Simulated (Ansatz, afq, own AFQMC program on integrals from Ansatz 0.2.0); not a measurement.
# Atomization energy of CHB, triplet

```tsv
atom	x (Å)	y (Å)	z (Å)
B	0.0000	0.0000	0.0901
C	0.0000	0.0000	-1.3588
H	0.0000	0.0000	1.2688
```

Connectivity, by distances: BH–C.

Atoms in their ground-state spins without spin–orbit coupling (mostly on UHF) minus the molecule (UHF), without zero-point energy. The geometry is a stationary point, not shown to be a minimum.

Basis cc-pVDZ. Only valence electrons are correlated. AFQMC by an in-house program on the Cholesky factors that Ansatz 0.2.0 writes for its CCSD(T) run. The CISD trial takes its coefficients from CCSD amplitudes. Released means that phaseless walkers are propagated on without the constraint, phases kept. ± is one standard error of the sampling. The errors of all members are added in quadrature.

No full CI on the walks' own integrals is used here; CCSDTQ serves as the reference and is uncertain by about the last step of the cluster series. Each member takes its own surest rung, up to full CI.

The best estimate is CCSD(T) at the basis-set limit (CBS: def2-TZVPP and def2-QZVPP, with their diffuse functions for anions and beside diffuse sets, CCSD(T) itself extrapolated) plus the step from CCSD(T) to CCSDTQ in cc-pVDZ. Rows without CBS are in cc-pVDZ, the functionals in def2-TZVP; B2PLYP and the wave-function rows carry a basis error of their own. Core correlation and relativity beyond core potentials are missing, and ± holds the sampling alone.

Cautions: CHB (triplet): the released energies have errors that jump between times, so the bars are unsure, so no released level is given (meV from the phaseless value at times in 1/Eh: -8.0 ± 1.7 at 0.24, -13.1 ± 1.0 at 0.51, -20.1 ± 1.2 at 0.99, -17 ± 7 at 1.62, -27.0 ± 1.6 at 2.40), though the last usable value meets CCSDTQ within the noise, its ph-AFQMC/CISD value lies 28.7 ± 1.6 meV above CCSDTQ.

```csv
level,atomization energy (eV)
B2PLYP,8.799
HF,6.580
wB97M-V,9.046
```

Q: From these cheaper values, estimate the atomization energy at the level of the best estimate.

A: 8.683 eV (best estimate, highest rung CCSDTQ).

```tsv
level	atomization energy (eV)	error against the best estimate (eV)
MP2	8.107	-0.576
CCSD	7.766	-0.917
CCSD(T)	7.871	-0.812
ph-AFQMC/CISD	7.875 ± 0.002	-0.808 ± 0.002
HF/CBS	6.763	-1.920
MP2/CBS	8.850	0.167
CCSD(T)/CBS	8.657	-0.026
PBE	9.329	0.646
r2SCAN	9.105	0.422
PBE0	9.094	0.412
B3LYP	8.979	0.296
surest rungs in cc-pVDZ	7.897	-0.786
```

Correlation beyond CCSD(T) adds 0.026 eV. Going to the basis-set limit adds 0.786 eV at CCSD(T). The perturbative (T) step is worth +0.105 eV. The functionals spread over 0.530 eV; B2PLYP comes nearest and PBE is 0.646 eV too high.

Best estimates are given only where the step beyond CCSD(T) is under 0.3 eV and no member's determinant is very poor (T1 over 0.05, or 0.07 for open shells, ⟨S²⟩ too high by 0.3, two states mixed), so the hardest cases are missing from such tables.

The functionals ran in a triple-zeta set and keep a basis error of their own, a few kJ/mol for each bond in atomization energies and more for double hybrids, so close places among them and the extrapolated levels can swap.

Each member of a difference takes its own highest rung, so a best estimate needn't equal the limit plus the step of one row. A walk keeps the symmetry of its determinant, which the program's search chose and which needn't be the lowest solution, so a lower state of the same spin and another symmetry isn't excluded.
